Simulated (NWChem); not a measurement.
System: NH, triplet; SMILES [NH]

```xyz
2

N      0.0000     0.0000    -0.1360
H      0.0000     0.0000     0.9037
```
Atoms are numbered in this order, from 1.

Results from NWChem. Pople sets run with spherical d functions. Spin-unrestricted. Coordinates come from a PBE0-D3(BJ)/def2-TZVP, spin-unrestricted optimisation. No stability test was run on the SCF state. Solvent water, SMD (1 M gas to 1 M solution), gas-phase geometry. Reactions with the solvent are ignored.

```json
[
 {"level": "PBE0/STO-3G", "basis functions": "6", "solvation free energy (kcal/mol)": "-1.2", "cavity-dispersion-structure term (kcal/mol)": "0.7", "dipole in solution (D)": "1.40"},
 {"level": "PBE0/3-21G", "basis functions": "11", "solvation free energy (kcal/mol)": "-2.7", "cavity-dispersion-structure term (kcal/mol)": "0.7", "dipole in solution (D)": "1.97"},
 {"level": "PBE0/6-31G*", "basis functions": "16", "solvation free energy (kcal/mol)": "-2.6", "cavity-dispersion-structure term (kcal/mol)": "0.7", "dipole in solution (D)": "1.96"},
 {"level": "PBE0/6-31+G*", "basis functions": "20", "solvation free energy (kcal/mol)": "-3.0", "cavity-dispersion-structure term (kcal/mol)": "0.7", "dipole in solution (D)": "2.13"},
 {"level": "PBE0/6-311G**", "basis functions": "24", "solvation free energy (kcal/mol)": "-2.6", "cavity-dispersion-structure term (kcal/mol)": "0.7", "dipole in solution (D)": "1.96"},
 {"level": "PBE0/6-311++G**", "basis functions": "29", "solvation free energy (kcal/mol)": "-2.8", "cavity-dispersion-structure term (kcal/mol)": "0.7", "dipole in solution (D)": "2.06"}
]
```
